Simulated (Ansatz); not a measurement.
System: CHO, charge 1, multiplicity 1. 
Geometry from a B3LYP-D3(BJ)/def2-TZVP (Ansatz, a quantum-chemistry and plane-wave program) optimisation:
```
C
O 1 1.1014
H 1 1.0964 2 180.00
```
Charge +1, spin multiplicity 1.

Basis-set convergence of Hartree-Fock and CCSD correlation energies (hartree) with Ansatz. Valence correlation only, unless marked. Spin-orbit coupling is left out. No relativistic terms.

| basis | functions | E(HF) | E(corr, CCSD) |
|---|---|---|---|
| def2-SVPD | 51 | -112.88086 | -0.31109 |
| def2-TZVPPD | 94 | -113.01614 | -0.36337 |
| def2-QZVPPD | 162 | -113.02108 | -0.38430 |

Extrapolating the two largest sets (X = 3 and 4) as X^-3: E(corr) = (64·(-0.38430) - 27·(-0.36337))/37 = -0.3996 Eh, an estimate of the basis-set limit. The largest set recovers 96.2 % of it, the smallest 77.9 %.
